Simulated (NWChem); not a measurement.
System: dimethylamine (C2H7N); SMILES CNC

Input file for NWChem:

```
start job
memory heap 200 mb stack 900 mb global 1100 mb
geometry units angstroms noautoz
  C      0.218061    -0.005074     1.207184
  N     -0.559370     0.100103     0.000000
  C      0.218061    -0.005074    -1.207184
  H      0.828074    -0.933482     1.288741
  H      0.918669     0.844206     1.278225
  H     -0.439318     0.044131     2.088668
  H     -1.301996    -0.593602     0.000000
  H      0.828074    -0.933482    -1.288741
  H     -0.439318     0.044131    -2.088668
  H      0.918669     0.844206    -1.278225
end
basis spherical
  * library def2-tzvpd
end
dft
  xc pbe0
  iterations 150
  semidirect filesize 400000000
  mulliken
end
task dft energy
```

The geometry was optimised at PBE0/def2-SVP.

### Question
What results follow from this input? (PBE0/def2-TZVPD.) Quantities: energy (Ha); highest occupied level (eV); orbital gap (eV); dipole (D).

### Answer
The energy (Ha) comes out as -135.05 and the highest occupied level (eV) comes out as -6.38. The orbital gap (eV) is 6.79 and the dipole (D) comes out as 0.92.
